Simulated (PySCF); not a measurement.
Species: formic acid, CH₂O₂.
Numbering: `[O:1]=[CH:2][OH:3]` (hydrogens: H4 on C2; H5 on O3)

The same species was optimised twice, with GFN2-xTB and with PBE0-D3(BJ)/def2-SVP (PySCF), and the same property calculations (PySCF, gas phase) were run on both structures.

```json
{"coordinate": "C2–H4 (Å)", "GFN2-xTB": "1.101", "PBE0-D3(BJ)/def2-SVP": "1.110", "change": "+0.009"}
{"coordinate": "C2–O3 (Å)", "GFN2-xTB": "1.322", "PBE0-D3(BJ)/def2-SVP": "1.332", "change": "+0.010"}
{"coordinate": "O1=C2 (Å)", "GFN2-xTB": "1.193", "PBE0-D3(BJ)/def2-SVP": "1.196", "change": "+0.003"}
{"coordinate": "O3–H5 (Å)", "GFN2-xTB": "0.973", "PBE0-D3(BJ)/def2-SVP": "0.971", "change": "-0.002"}
{"coordinate": "C2–O3–H5 (°)", "GFN2-xTB": "110.9", "PBE0-D3(BJ)/def2-SVP": "107.0", "change": "-3.9"}
{"coordinate": "O1–C2–O3 (°)", "GFN2-xTB": "125.6", "PBE0-D3(BJ)/def2-SVP": "125.1", "change": "-0.5"}
{"coordinate": "O1–C2–H4 (°)", "GFN2-xTB": "124.9", "PBE0-D3(BJ)/def2-SVP": "125.2", "change": "+0.3"}
{"coordinate": "O3–C2–H4 (°)", "GFN2-xTB": "109.5", "PBE0-D3(BJ)/def2-SVP": "109.7", "change": "+0.2"}
```

Rotational constants: A = 79211, B = 12253, C = 10612 MHz (GFN2-xTB) against A = 77877, B = 12222, C = 10564 MHz (PBE0-D3(BJ)/def2-SVP). Point groups within 0.08 Å: Cs and Cs.

On the GFN2-xTB structure: HOMO (eV) -8.45 [PBE0/pcSseg-1]; LUMO (eV) 0.12 [PBE0/pcSseg-1]; dipole (D) 1.67 [PBE0/pcSseg-1]; GIAO shielding of O1 (ppm) -110.0 [PBE0/pcSseg-1]; GIAO shielding of C2 (ppm) 24.0 [PBE0/pcSseg-1]; GIAO shielding of O3 (ppm) 126.4 [PBE0/pcSseg-1].

Problem. What do these properties become on the PBE0-D3(BJ)/def2-SVP structure?

Solution. 
| property | level | on GFN2-xTB | on PBE0-D3(BJ)/def2-SVP | change |
| --- | --- | --- | --- | --- |
| HOMO (eV) | PBE0/pcSseg-1 | -8.45 | -8.50 | -0.05 |
| LUMO (eV) | PBE0/pcSseg-1 | 0.12 | 0.02 | -0.10 |
| dipole (D) | PBE0/pcSseg-1 | 1.67 | 1.54 | -0.13 |
| energy, GFN2-xTB geometry as zero (kcal/mol) | PBE0/pcSseg-1 | 0.0 | -0.3 | -0.3 |
| GIAO shielding of O1 (ppm) | PBE0/pcSseg-1 | -110.0 | -114.5 | -4.5 |
| GIAO shielding of C2 (ppm) | PBE0/pcSseg-1 | 24.0 | 21.9 | -2.1 |
| GIAO shielding of O3 (ppm) | PBE0/pcSseg-1 | 126.4 | 118.2 | -8.2 |

The heavy atoms differ by 0.005 Å rms after alignment. Among all bonds C2–O3 and C2–H4 change most and about equally (+0.009 to +0.010 Å). Changes are differences of the printed values. Neither structure is proved a minimum here.

Shape of the structure used: `[O:1]=[CH:2][OH:3]`: H–O3–C2–O1 0°.
